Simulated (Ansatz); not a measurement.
System: H2P, doublet: symmetric bend, bond length relaxed. Scanned: H-P-H angle. Other coordinates (P-H bond length) were minimised at B3LYP/def2-TZVP.

The free coordinates were minimised at B3LYP/def2-TZVP in PySCF; the energy column is CCSD(T) on UHF/aug-cc-pVQZ, frozen core in Ansatz (a first-principles code), in kJ/mol.

```tsv
a / °	P-H bond length / Å	E
180	1.378	—
167	1.390	271.4
157	1.408	224.4
147	1.419	170.9
137	1.422	119.3
127	1.422	74.4
117	1.421	38.5
107	1.421	13.3
97	1.422	0.1
87	1.425	0.0
77	1.431	13.6
67	1.441	41.1
60	1.450	68.1
```

Dashes: no converged value, or the column stops at the first point that the program doubted or that broke a chosen test of continuity, which isn't proof of a fault.

The unrestricted determinant behind CCSD(T)/aug-cc-pVQZ is spin-contaminated on part of the scan (<S²> up to 1.3, against 0.75 for the pure state).
